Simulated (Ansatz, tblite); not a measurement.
Removing and adding an electron: AlH2(SMe) (CH₅AlS). Charge 0, multiplicity 1. Geometry: r2SCAN-D4/def2-TZVP. Ansatz, gas phase; energy differences of separate SCF runs; the oxidised species was run as a doublet alone; the reduced species was run as a doublet alone.

```xyz
8

Al   -0.2893    1.7108   -0.1988
H     0.8965    1.8054    0.8470
H    -1.0435    2.9485   -0.8256
S    -0.9277   -0.2641   -0.8303
C     0.1805   -1.3768    0.1154
H     0.8857   -0.8147    0.7261
H     0.7281   -1.9990   -0.5908
H    -0.4302   -2.0102    0.7570
```

The xTB rows come from tblite. Correlated methods freeze 11 core orbitals. HOMO above LUMO, or a gap near zero within one spin, warns that the state may not be the lowest or that an electron is smeared out.

Problem. Estimate orbital energies and vertical ionisation energies and electron affinities at: GFN1-xTB; GFN2-xTB; HF/def2-TZVPD; HF/def2-TZVPP; PBE-D4/def2-TZVP; PBE-D4/def2-TZVPD; r2SCAN-D4/def2-TZVP; r2SCAN-D4/def2-TZVPD; PBE0-D4/def2-TZVP; PBE0-D4/def2-TZVPD; MP2/def2-TZVPD; MP2/def2-TZVPP; CCSD/def2-TZVPD; CCSD/def2-TZVPP; CCSD(T)/def2-TZVPD; CCSD(T)/def2-TZVPP.

Solution. 
```csv
level,−HOMO (eV),vertical IE (eV),−LUMO (eV),vertical EA (eV),HOMO–LUMO gap (eV),IE − EA (eV),remarks
GFN1-xTB,11.15,14.67,5.81,2.82,5.34,11.84,–
GFN2-xTB,10.48,13.73,6.59,3.70,3.89,10.03,–
HF/def2-TZVPD,–,–,–,-0.84,–,–,HOMO above zero (-1 doublet)
HF/def2-TZVPP,–,8.29,–,–,–,–,–
PBE-D4/def2-TZVP,6.09,9.35,2.01,–,4.09,–,gap within one spin near zero (+1 doublet)
PBE-D4/def2-TZVPD,6.12,–,2.05,-0.06,4.07,–,HOMO above zero (-1 doublet)
r2SCAN-D4/def2-TZVP,6.33,9.37,1.69,–,4.64,–,–
r2SCAN-D4/def2-TZVPD,6.35,–,1.71,-0.06,4.63,–,HOMO above zero (-1 doublet)
PBE0-D4/def2-TZVP,7.22,9.38,1.27,–,5.95,–,–
PBE0-D4/def2-TZVPD,7.24,–,1.31,-0.11,5.93,–,HOMO above zero (-1 doublet)
MP2/def2-TZVPD,–,–,–,-0.39,–,–,HOMO above zero (-1 doublet)
MP2/def2-TZVPP,–,9.50,–,–,–,–,–
CCSD/def2-TZVPD,–,–,–,-0.35,–,–,HOMO above zero (-1 doublet)
CCSD/def2-TZVPP,–,9.33,–,–,–,–,–
CCSD(T)/def2-TZVPD,–,–,–,-0.30,–,–,HOMO above zero (-1 doublet)
CCSD(T)/def2-TZVPP,–,9.41,–,–,–,–,–
```

   A HOMO above zero means that the electron is unbound at that level or that self-interaction error raises the level; the energy of removing that electron tells which. Raw xTB energy differences between charge states are shifted by several eV; the methods need an empirical correction for them. A negative affinity means that the extra electron isn't bound; its size then hangs on the basis.
